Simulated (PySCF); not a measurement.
All values below come from PySCF with B3LYP-D3(BJ)/def2-TZVP // PBE-D3(BJ)/def2-SVP. Gas-phase values, no solvent. B3LYP has the VWN-RPA correlation part, as in Gaussian. 

Reference species (SMILES): `[NH2]` (neutral, multiplicity 2).

| Item | Value |
|---|---|
| dipole moment | 1.96 D |

Changed species: `[OH]` (free radical OH; the reference has free radical NH2).

### Question
Give the shifts of the dipole moment.

### Answer
the dipole moment decreases by 0.18 D, to 1.78 D.
